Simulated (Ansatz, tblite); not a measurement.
**The cluster GeSe₂+: rung by rung**

How do method and basis change the picture of the cluster GeSe₂+ (doublet)?

Method: as each input shows; program: Ansatz 0.2.0, Gaussian basis.

The runs, in order: GFN1-xTB, GFN2-xTB, PBE-D4/def2-TZVP, r2SCAN-D4/def2-TZVP, HF/def2-TZVP, PBE-QIDH/def2-TZVP, B3LYP-D4/def2-TZVP, r2SCANh-D4/def2-TZVP, ωB97X-V/def2-TZVP, PBE-D4/def2-SVP, PBE0-D4/def2-SVP, HF/STO-3G, CCSD(T)/def2-SVP, MP2/def2-TZVP, RPA/def2-TZVP.

## 1. The structure

The doublet was relaxed beforehand with PBE0-D4/def2-TZVP. At that level it is the lowest of the isomers that a small search found.

3 atoms, charge 1, spin multiplicity 2.

Bond lengths: Ge1–Se2 2.430 Å, Ge1–Se3 2.430 Å, Se2–Se3 2.285 Å. Angles: Se2–Ge1–Se3 56.1°, Ge1–Se2–Se3 62.0°, Ge1–Se3–Se2 61.9°.

The ion is computed in the gas phase, without counter-ions or solvent.

PBE0-D4/def2-TZVP was run before; its log isn't repeated, and its numbers join the tables.

## 2. GFN1-xTB

Tight binding, by tblite at 300 K electronic temperature and without a spin-polarisation term:

```python
tblite.interface.Calculator('GFN1-xTB', numbers, positions, charge=1, uhf=1).singlepoint()
```

Energy -215.6106 eV; 0.003 s.

## 3. GFN2-xTB

Tight binding, by tblite at 300 K electronic temperature and without a spin-polarisation term:

```python
tblite.interface.Calculator('GFN2-xTB', numbers, positions, charge=1, uhf=1).singlepoint()
```

Energy -214.9811 eV; 0.004 s.

## 4. PBE-D4/def2-TZVP

start.molden holds the orbitals of an earlier run on this state, given as this run's starting guess.

in.yaml

```yaml
crystal:
  periodic: [false, false, false]
  atoms:
    - {symbol: Ge, position_ang: [-0.724066, 1.149451, -0.445733]}
    - {symbol: Se, position_ang: [1.322087, -0.141142, -0.219312]}
    - {symbol: Se, position_ang: [-0.598021, -1.008309, 0.665035]}
basis:
  gaussian: {orbitals: def2-TZVP, initial_orbitals: start.molden}
total_charge: 1
magnetization: {spin_polarized: true, initial_magnetization: 1}
hamiltonian: {xc: pbe, dispersion: d4}
scf: {omitted_lower_state_checks: [starts]}
output: {forces: true, orbitals: {seedname: orbitals}}
```

Launch:

```console
$ ansatz run in.yaml --threads 4 --pin off --events-out ev --progress --plain --max-ram 3916MiB
```

The runs that follow: r2SCAN-D4/def2-TZVP; HF/def2-TZVP; PBE-QIDH/def2-TZVP; B3LYP-D4/def2-TZVP; r2SCANh-D4/def2-TZVP; ωB97X-V/def2-TZVP; PBE-D4/def2-SVP; PBE0-D4/def2-SVP; HF/STO-3G; CCSD(T)/def2-SVP; MP2/def2-TZVP; RPA/def2-TZVP.

Q: Predict the results of all the runs planned. Wanted: gap in def2-TZVP, named functionals and Hartree-Fock, smallest and largest; correlation energy, CCSD(T)/def2-SVP; correlation energy, MP2/def2-TZVP; ⟨S²⟩ in def2-TZVP, named functionals and Hartree-Fock, smallest and largest; PBE0 total energy, smallest basis above largest.

**Answer**, as computed:

| quantity | value |
| --- | --- |
| gap in def2-TZVP, named functionals and Hartree-Fock, smallest and largest | 0.96 eV (PBE-D4), 9.56 eV (HF) |
| correlation energy, CCSD(T)/def2-SVP | -18.26 eV |
| correlation energy, MP2/def2-TZVP | -19.75 eV |
| ⟨S²⟩ in def2-TZVP, named functionals and Hartree-Fock, smallest and largest | 0.756, 0.816 |
| PBE0 total energy, smallest basis above largest | 23.24 eV (def2-SVP, def2-TZVP) |

**Reading.** Over the named functionals and Hartree-Fock in def2-TZVP the gap runs from 0.96 eV (PBE-D4) to 9.56 eV (HF); exact exchange widens it. Over the named functionals and Hartree-Fock in def2-TZVP spin contamination reaches 0.07 (HF), which is small.
